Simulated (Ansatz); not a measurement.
**C2H2FN: one species, many methods**

Aim: compute C2H2FN with functionals from several rungs and with coupled cluster, and see how far each lands from CCSD(T) at the basis-set limit for the atomisation energy.

Computed with Ansatz 0.2.0, Gaussian basis. Level: functionals in def2-TZVPP, the program's frozen cores in correlated methods.

The runs, in order: LDA (SPW92), PBE-D4, revPBE-D4, BLYP-D4, r2SCAN-D4, B97M-V, PBE0-D4, B3LYP-D4, r2SCANh-D4, r2SCAN0-D4, HSE06-D4, BHLYP-D4, CAM-B3LYP-D4, LC-ωPBE, ωB97X-V, ωB97M-V, B2PLYP, PBE-QIDH; CCSD(T)/def2-SVP; CCSD(T)/def2-TZVPP; CCSD(T)/def2-QZVPP; extrapolation to the limit; RPA on PBE.

**1. The geometry**

An earlier PBE0-D4 in a triple-zeta def2 set relaxation fixed the geometry.

SMILES `N#CCF`, 6 atoms, charge 0, spin multiplicity 1.

Atoms are counted from 1 here; the program's logs count them from 0.

Bond lengths: N1–C2 1.148 Å, C2–C3 1.461 Å, C3–F4 1.369 Å, C3–H5 1.094 Å, C3–H6 1.094 Å. Angles: N1–C2–C3 178.6°, C2–C3–F4 110.8°, C2–C3–H5 109.3°, C2–C3–H6 109.3°, F4–C3–H5 109.1°, F4–C3–H6 109.1°, H5–C3–H6 109.3°.

As a file:

```
N    -1.5299   -1.4379    0.3781
C    -0.7053   -0.6654    0.1739
C     0.3266    0.3406   -0.0651
F     1.2997   -0.1500   -0.8932
H     0.7787    0.6277    0.8884
H    -0.1277    1.2209   -0.5283
```

**2. LDA**

This LDA is Slater exchange with PW92 correlation.

The input, in.yaml:

```yaml
crystal:
  periodic: [false, false, false]
  atoms:
    - {symbol: N, position_ang: [-1.529907, -1.437908, 0.378058]}
    - {symbol: C, position_ang: [-0.705263, -0.665431, 0.173867]}
    - {symbol: C, position_ang: [0.326607, 0.340628, -0.065109]}
    - {symbol: F, position_ang: [1.299677, -0.149955, -0.893177]}
    - {symbol: H, position_ang: [0.778731, 0.627718, 0.888362]}
    - {symbol: H, position_ang: [-0.127744, 1.220949, -0.528300]}
basis:
  gaussian: {orbitals: def2-TZVPP}
hamiltonian: {xc: lda}
output: {orbitals: {seedname: orbitals}}
```

Launch:

```console
$ ansatz run in.yaml --threads 2 --pin off --events-out ev --progress --plain --max-ram 32768MiB --backend cpu
```

Further steps of the session: PBE-D4 (GGA); revPBE-D4 (GGA); BLYP-D4 (GGA); r2SCAN-D4 (meta-GGA); B97M-V (meta-GGA); PBE0-D4 (hybrid); B3LYP-D4 (hybrid); r2SCANh-D4 (hybrid); r2SCAN0-D4 (hybrid); HSE06-D4 (hybrid); BHLYP-D4 (hybrid); CAM-B3LYP-D4 (range-separated); LC-ωPBE (range-separated); ωB97X-V (range-separated); ωB97M-V (range-separated); B2PLYP (double hybrid); PBE-QIDH (double hybrid); CCSD(T) in def2-SVP; CCSD(T) in def2-TZVPP; CCSD(T) in def2-QZVPP; RPA on PBE orbitals.

Before running them: what should the planned runs give, taken together? Wanted: atomisation energy, CCSD(T)/CBS; farthest beyond LDA; mean size of error, GGA; mean size of error, meta-GGA; mean size of error, hybrid; mean size of error, range-separated; mean size of error, double hybrid; gap, smallest and largest; T1 diagnostic.

**Answer**, as computed:

```
                               quantity                                      value
        atomisation energy, CCSD(T)/CBS                             612.2 kcal/mol
functionals within 3.1 kcal/mol (0.5 %)                  r2SCAN-D4, B97M-V, B2PLYP
                    farthest beyond LDA                    PBE-D4 (+30.4 kcal/mol)
                mean size of error, GGA                              17.5 kcal/mol
           mean size of error, meta-GGA                               0.7 kcal/mol
             mean size of error, hybrid                              11.6 kcal/mol
    mean size of error, range-separated                               4.2 kcal/mol
      mean size of error, double hybrid                               1.7 kcal/mol
              gap, smallest and largest  6.66 eV (LDA (SPW92)), 14.68 eV (LC-ωPBE)
                          T1 diagnostic                                     0.0126
triples share of the correlation energy                                      4.0 %
```

In words: LDA overbinds by 110.2 kcal/mol (18 %). PBE-D4 misses by +30.4 kcal/mol. Double hybrids carry the basis error of their MP2 part in triple zeta, and no dispersion term here, so their miss is partly the set-up's. The rungs meta-GGA, double hybrid miss on average by less than the doubt on the reference (3.1 kcal/mol), so they tie; GGA functionals have the largest mean beyond LDA (17.5 kcal/mol). The reference freezes the cores and leaves out relativity and excitations past (T), so misses under about 3.1 kcal/mol can't be ranked. Hartree-Fock recovers 68 % of the binding; the rest is correlation. CCSD(T) in def2-SVP is off by -30.3 kcal/mol, so the small basis spoils what the method gains. The gap grows from 6.7 to 14.7 eV across the functionals, mostly with the share of exact exchange.
